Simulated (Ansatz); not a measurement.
`CC(F)OCF`. Charge 0, multiplicity 1. All single points use the PBE0-D4/def2-TZVP geometry. It is one conformer, not always the lowest.

```xyz
12

C    -0.496    0.575   -1.620
C    -0.012    0.523   -0.204
F    -0.720    1.435    0.561
O    -0.236   -0.752    0.301
C     0.368   -1.011    1.513
F     1.720   -1.211    1.343
H    -1.547    0.286   -1.656
H     0.085   -0.115   -2.234
H    -0.385    1.585   -2.013
H     1.043    0.798   -0.101
H    -0.067   -1.934    1.896
H     0.248   -0.181    2.215
```

Question: What is the dipole moment at ωB97M-V/def2-TZVPP? (Best estimate.)

Answer: The calculation gave: 0.55 D, with components (-0.21, 0.03, -0.51) D in this frame, pointing from negative to positive charge.

Question: And with PBE, r2SCAN, B3LYP? (Estimate.)

Answer: The calculation gave: PBE 0.57 D, r2SCAN 0.59 D, B3LYP 0.56 D.

Question: Give the Mulliken charges with ωB97M-V, PBE, r2SCAN in def2-TZVPP. (Best estimate.)

Answer: Computed: 
| atom | ωB97M-V | PBE | r2SCAN |
| --- | --- | --- | --- |
| C1 | -0.27 | -0.22 | -0.11 |
| C2 | 0.21 | 0.20 | 0.30 |
| F3 | -0.23 | -0.20 | -0.24 |
| O4 | -0.27 | -0.21 | -0.28 |
| C5 | 0.13 | 0.11 | 0.25 |
| F6 | -0.23 | -0.20 | -0.24 |
| H7 | 0.11 | 0.09 | 0.05 |
| H8 | 0.11 | 0.09 | 0.05 |
| H9 | 0.10 | 0.09 | 0.05 |
| H10 | 0.10 | 0.06 | 0.04 |
| H11 | 0.12 | 0.10 | 0.06 |
| H12 | 0.11 | 0.09 | 0.06 |

B3LYP here is the variant with VWN-RPA as its local correlation; programs differ in this.
